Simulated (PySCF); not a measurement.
Compound: C₅H₆.
SMILES: `C(C=C)=C=C`

Torsions of this conformer, `[CH2:1]=[C:2]=[CH:3][CH:4]=[CH2:5]`: C2–C3–C4–C5 180°.

The closed-shell ground state was solved at several levels (PySCF, density fitting, gas phase, non-relativistic). Geometry: PBE0-D3(BJ)/def2-TZVP, one conformer, isolated molecule.

```csv
level,basis functions,total energy (Eh),HOMO (eV),LUMO (eV),gap (eV),dipole (D)
PBE0/pcJ-2,399,-193.8928,-6.71,-0.74,5.97,0.26
B97-2/pcJ-2,399,-194.0674,-6.47,-0.78,5.69,0.24
wB97X-D/pcSseg-2,264,-194.0566,-8.45,1.01,9.46,0.25
B3LYP/pcJ-2,399,-194.1509,-6.51,-0.94,5.57,0.25
PBE0/pcSseg-2,264,-193.8848,-6.71,-0.74,5.97,0.25
KT3/pcSseg-2,264,-197.3485,-5.71,-1.62,4.09,0.23
```

(1) Estimate the row for B97-2/pcSseg-2, a basis of 264 functions; the other rows only guide the guess.

(2) Over all these levels, which gives the widest orbital gap and which the narrowest?

(3) In the pcSseg-2 basis, how does the gap go with the fixed share of exact exchange?

(4) How far do the dipole and the HOMO energy spread over the levels?

Results:

(1) Total energy -194.0581 Eh, HOMO -6.47 eV, LUMO -0.78 eV, gap 5.69 eV, dipole 0.24 D.

(2) wB97X-D/pcSseg-2 (range-separated hybrid) has the widest, 9.46 eV, and KT3/pcSseg-2 (GGA) the narrowest, 4.09 eV. The two share the basis. From the narrowest to the widest the HOMO moves by -2.74 eV and the LUMO by +2.63 eV.

(3) KT3 (0 %) 4.09 eV; B97-2 (21 %) 5.69 eV; PBE0 (25 %) 5.97 eV. Each rise in the share widens the gap here.

(4) The dipole runs from 0.23 to 0.26 D (mean 0.25 D) and the HOMO from -8.45 to -5.71 eV.

The pairwise dispersion term of wB97X-D wasn't added to the energies; at a given geometry it leaves orbitals and properties as they are.
